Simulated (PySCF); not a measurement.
First SCF of a structure search on singlet H₂S, at a hand-made bent geometry. PySCF input:

```python
from pyscf import gto, scf, dft
mol = gto.M(atom='''
S      0.000000     0.000000     0.000000
H      1.105900     0.000000     0.774300
H     -1.105900     0.000000     0.774300''',
    basis={'S': 'def2-TZVP', 'H': 'def2-TZVP'},
    charge=0, spin=0)
mf = dft.RKS(mol, xc='PBE0')
mf.grids.atom_grid = (50, 194)
aux = {'S': 'def2-universal-JKFIT', 'H': 'def2-universal-JKFIT'}
mf = mf.density_fit(auxbasis=aux)
mf.conv_tol = 1e-08
mf.diis_space = 10
mf.max_cycle = 60
mf.init_guess = 'minao'
mf.verbose = 4
mf.kernel()
```

Excerpt of the output (cycles and frontier levels):

```
init E= -399.157318982087
  HOMO = -0.299384246657311  LUMO = -0.0167671654547625  gap/eV = 7.69040
cycle= 1 E= -399.240997411248  delta_E= -0.0837  |g|= 0.183  |ddm|= 1.07
  HOMO = -0.242744236908969  LUMO = 0.0152994239198776  gap/eV = 7.02173
cycle= 2 E= -399.245184349047  delta_E= -0.00419  |g|= 0.167  |ddm|= 0.381
  HOMO = -0.274224023007548  LUMO = 0.0104181137907062  gap/eV = 7.74551
cycle= 3 E= -399.253119697733  delta_E= -0.00794  |g|= 0.0148  |ddm|= 0.174
  HOMO = -0.274410953168204  LUMO = 0.0116324798219409  gap/eV = 7.78364
cycle= 4 E= -399.253134509331  delta_E= -1.48e-05  |g|= 0.00117  |ddm|= 0.00539
  HOMO = -0.274565673078914  LUMO = 0.0116363550389202  gap/eV = 7.78795
cycle= 5 E= -399.253134803355  delta_E= -2.94e-07  |g|= 0.000456  |ddm|= 0.00118
  HOMO = -0.274516651076681  LUMO = 0.0116762316659553  gap/eV = 7.78771
cycle= 6 E= -399.253134859479  delta_E= -5.61e-08  |g|= 9.21e-05  |ddm|= 0.000363
  HOMO = -0.274535760408021  LUMO = 0.0116600323472333  gap/eV = 7.78778
cycle= 7 E= -399.253134861679  delta_E= -2.2e-09  |g|= 4.88e-06  |ddm|= 9.15e-05
  HOMO = -0.274534097174303  LUMO = 0.0116616788983563  gap/eV = 7.78778
Extra cycle  E= -399.253134861688  delta_E= -8.64e-12  |g|= 2.84e-06  |ddm|= 8.61e-06
converged SCF energy = -399.253134861688
```

No lower solution of this spin was found from smeared starts or by a stability analysis within the restricted form, which does not test spin polarisation.

The search for the lowest solution, 3 starts and the stability check together, took 1.6 s on 2 threads of a shared Arm Neoverse V2 host, with 49 basis functions; the process peaked at 0.26 GiB.
